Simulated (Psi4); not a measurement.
# UB3LYP/aug-cc-pVDZ run of AlSiH4O (SMILES [AlH][O][SiH3])

What is the vertical electron affinity of AlSiH4O at UB3LYP/aug-cc-pVDZ? 

The results are computed with Psi4 1.11.

2 further runs of the same task are left out: 2 set aside as unsound or not needed.

## 1. Starting point

The species is AlSiH4O (7 atoms), meant as a doublet with charge 0. As SMILES, `[AlH][O][SiH3]`. Geometry: relaxed at PBE0-D4/def2-TZVP. This is one conformer, not always the lowest.

Bond lengths: Al1–O2 1.689 Å, O2–Si3 1.627 Å, Al1–H4 1.609 Å, Si3–H5 1.487 Å, Si3–H6 1.487 Å, Si3–H7 1.488 Å. Angles: Al1–O2–Si3 169.6°, O2–Al1–H4 116.0°, O2–Si3–H5 110.0°, O2–Si3–H6 110.2°, O2–Si3–H7 110.3°, H5–Si3–H6 108.8°, H5–Si3–H7 108.7°, H6–Si3–H7 108.8°.

## 2. A single-point energy at UB3LYP/aug-cc-pVDZ

Contents of alh4osi.in:

```
memory 1600 MB

molecule geom {
  0 2
  Al    -1.643700    -1.503700    -0.201100
  O     -0.403000    -0.368600    -0.047300
  Si     0.870900     0.567400     0.335800
  H     -2.580100    -1.352800    -1.500200
  H      1.204400     1.463600    -0.802700
  H      0.554900     1.401200     1.526200
  H      2.057800    -0.275200     0.643500
  symmetry c1
  no_reorient
  no_com
}

set basis aug-cc-pVDZ
set reference uks
set puream true
set e_convergence 1e-09
set d_convergence 1e-08
set scf_type pk
set dft_radial_points 99
set dft_spherical_points 590
set maxiter 200

e, wfn = energy('b3lyp', return_wfn=True)
oeprop(wfn, 'LOWDIN_CHARGES', 'QUADRUPOLE', 'DIPOLE', title='B3LYP')
```

On the command line:

```
$ psi4 -n 1 alh4osi.in alh4osi.out
```

alh4osi.out:

```text
[...]
  Running in c1 symmetry.
[...]
  Nuclear repulsion =  131.662824239197874
[...]
  Multiplicity = 2
[...]
  Nalpha       = 20
  Nbeta        = 19
[...]
    Number of basis functions: 113
[...]
   @UKS iter   1:  -609.31096238641055   -3.42259e-01   7.58076e-03 ADIIS/DIIS
[...]
   @UKS iter  12:  -609.62640728726103   -1.72804e-11   7.69724e-09 DIIS
[...]
   @S^2 Observed:                7.532294038E-01
[...]
    Orbital Energies [Eh]
    ---------------------
    Alpha Occupied:
       1A    -66.166338     2A    -56.083394     3A    -19.139316
       4A     -5.307900     5A     -4.164056     6A     -3.668360
       7A     -3.665588     8A     -3.665516     9A     -2.719529
      10A     -2.716798    11A     -2.713821    12A     -0.981994
      13A     -0.562274    14A     -0.451824    15A     -0.393733
      16A     -0.391345    17A     -0.364656    18A     -0.316617
      19A     -0.315328    20A     -0.203507
    Alpha Virtual:
      21A     -0.063870    22A     -0.016466    23A     -0.001915
      24A      0.006850    25A      0.012760    26A      0.024234
[...]
  @UKS Final Energy:  -609.62640728726103
   => Energetics <=
    Nuclear Repulsion Energy =            131.6628242391978745
    One-Electron Energy =               -1106.2247690922188212
    Two-Electron Energy =                 405.0428512420826905
    DFT Exchange-Correlation Energy =     -40.1073136763227041
    Empirical Dispersion Energy =           0.0000000000000000
    VV10 Nonlocal Energy =                  0.0000000000000000
    Total Energy =                       -609.6264072872609177
[...]
 Multipole Moments:
 ------------------------------------------------------------------------------------
     Multipole            Electronic (a.u.)      Nuclear  (a.u.)        Total (a.u.)
 ------------------------------------------------------------------------------------
 L = 1.  Multiply by 2.5417464519 to convert [e a0] to [Debye]
 Dipole X            :         20.9707871          -21.0940679           -0.1232808
 Dipole Y            :         24.9419278          -25.1645379           -0.2226102
 Dipole Z            :         -2.8626063            2.9768856            0.1142793
 Magnitude           :                                                    0.2789502
 L = 2.  Multiply by 1.3450342976 to convert [e a0^2] to [Debye ang]
 Quadrupole XX       :       -238.5476610          213.1586578          -25.3890032
 Quadrupole XY       :       -163.4256586          163.2047979           -0.2208608
[...]
```

It took 62 s on 1 thread of Intel Xeon Platinum 8259CL at 2.50GHz (Skylake/Cascade Lake), shared host; peak memory 0.73 GiB.

## 3. The singlet anion

Contents of job.dat:

```
memory 1600 mb

molecule {
  -1 1
  Al    -3.10614283    -2.84158117    -0.38002392
  O     -0.76155963    -0.69655305    -0.08938405
  Si     1.64576248     1.07223060     0.63457003
  H     -4.87568237    -2.55642150    -2.83496713
  H      2.27598614     2.76580316    -1.51688316
  H      1.04860903     2.64788425     2.88410001
  H      3.88867842    -0.52005263     1.21603876
  units au
  symmetry c1
  no_reorient
  no_com
}

set {
  basis                aug-cc-pVDZ
  puream               true
  e_convergence        1e-09
  d_convergence        1e-08
  scf_type             pk
  dft_radial_points    99
  dft_spherical_points 590
}

e, wfn = energy("b3lyp", return_wfn=True)
```

On the command line:

```
$ psi4 job.dat job.out -n 1
```

job.out:

```text
[...]
  Running in c1 symmetry.
[...]
  Nuclear repulsion =  131.662824395596743
[...]
  Multiplicity = 1
[...]
  Nalpha       = 20
  Nbeta        = 20
[...]
    Number of basis functions: 113
[...]
   @RKS iter   1:  -609.25607716008051   -2.87374e-01   8.04441e-03 ADIIS/DIIS
[...]
   @RKS iter  12:  -609.66150191406803   -1.76215e-11   5.01415e-09 DIIS
[...]
    Orbital Energies [Eh]
    ---------------------
    Doubly Occupied:
       1A    -66.028281     2A    -55.855250     3A    -18.963130
       4A     -5.169194     5A     -3.936706     6A     -3.528841
       7A     -3.527427     8A     -3.527365     9A     -2.492164
      10A     -2.489116    11A     -2.486458    12A     -0.807058
      13A     -0.409595    14A     -0.292391    15A     -0.241360
      16A     -0.240707    17A     -0.166390    18A     -0.162293
      19A     -0.151275    20A      0.026659
[...]
  @RKS Final Energy:  -609.66150191406803
   => Energetics <=
    Nuclear Repulsion Energy =            131.6628243955967434
    One-Electron Energy =               -1113.0152640484145650
    Two-Electron Energy =                 411.9391559627012498
    DFT Exchange-Correlation Energy =     -40.2482182239515254
    Empirical Dispersion Energy =           0.0000000000000000
    VV10 Nonlocal Energy =                  0.0000000000000000
    Total Energy =                       -609.6615019140680261
[...]
 Multipole Moments:
 ------------------------------------------------------------------------------------
     Multipole            Electronic (a.u.)      Nuclear  (a.u.)        Total (a.u.)
 ------------------------------------------------------------------------------------
 L = 1.  Multiply by 2.5417464519 to convert [e a0] to [Debye]
 Dipole X            :         23.7190935          -21.0940679            2.6250256
 Dipole Y            :         28.1780477          -25.1645379            3.0135098
 Dipole Z            :         -3.3490269            2.9768855           -0.3721414
 Magnitude           :                                                    4.0137875
[...]
```

Wall time 47 s (1 thread of Intel Xeon Platinum 8259CL at 2.50GHz (Skylake/Cascade Lake), shared host); peak memory 0.73 GiB.

## 4. Summary of results

At UB3LYP/aug-cc-pVDZ:

| quantity | value |
| --- | --- |
| doublet AlSiH4O: total energy | -609.62641 Eh |
| doublet AlSiH4O: dipole moment | 0.71 D |
| doublet AlSiH4O: HOMO energy (highest over α and β) | -5.54 eV |
| doublet AlSiH4O: LUMO energy (lowest over α and β) | -2.75 eV |
| doublet AlSiH4O: ⟨S²⟩ | 0.753 |
| singlet anion: total energy | -609.66150 Eh |
| singlet anion: HOMO energy | 0.73 eV |
| singlet anion: LUMO energy | 2.37 eV |
| singlet anion: HOMO–LUMO gap (to an unbound level, set by the basis) | 1.65 eV |
| vertical electron affinity (to the singlet anion) | 0.955 eV |

At fixed nuclei the extra electron is bound by 0.95 eV (92.1 kJ/mol). The HOMO (singlet anion) lies at positive energy, 0.73 eV; only total energies tell whether the electron is bound.
